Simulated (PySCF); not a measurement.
# C2H2F: the cost of one run

Programs: PySCF 2.14.0. All values are calculated, for the isolated system unless a continuum is named. Atoms count from 0, parts from 1.

## 1. Starting point

5 atoms, charge -1, multiplicity 1; geometry: GFN2-xTB. Parts: 1 = atoms 0–3, `C#C`, charge 0; 2 = atom 4, `[F-]`, charge -1.

## 2. Optimising the geometry at PBE0-D3(BJ)/def2-TZVPD

The job: settings as JSON, then the geometry in Å.

```
{"job": {"xc": "PBE0", "basis": "def2-TZVPD", "d3": "d3bj", "grid": 3, "kind": "geom", "shake": 0.01}, "charge": -1, "multiplicity": 1, "parts": [{"atoms": "0-3", "charge": 0, "multiplicity": 1}, {"atoms": "4-4", "charge": -1, "multiplicity": 1}]}
C     -0.594889     0.013590     0.033674
C      0.541552    -0.087291    -0.234487
H     -1.661021     0.144297     0.251545
H      1.641762    -0.191774    -0.474746
F      3.214538    -0.369372    -0.843891
```

Started as:

```bash
OMP_NUM_THREADS=1 python cluster_run.py task.json out
```

The driver reads the jobs from task.json and runs them one after another.

Q: Estimate the wall time and peak memory of this first job on 1 thread of Arm Neoverse N1, shared host.

About 65 s, with a peak of 0.53 GiB.
